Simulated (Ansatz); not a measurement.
## Ansatz (development build ahead of 0.2.0) run

```yaml
crystal:
  periodic: [false, false, false]
  atoms:
    - { symbol: O, position_ang: [0.0, 0.0, 0.0] }
    - { symbol: H, position_ang: [0.0, 2.5738, 1.9924] }
    - { symbol: H, position_ang: [0.0, -2.5738, 1.9924] }
basis:
  gaussian: { orbitals: STO-3G }
hamiltonian:
  xc: hf
correlation:
  method: fci
  frozen_orbitals: { H: 0, O: 1 }
```

The input is written out in the form of the current development build from the run's settings.

The run gave:

```
Converged          : yes
Reference energy   : -74.25965 hartree
Correlation energy : -0.47780 hartree
Total energy       : -74.73746 hartree
State              : lowest singlet root, of any spatial symmetry
```
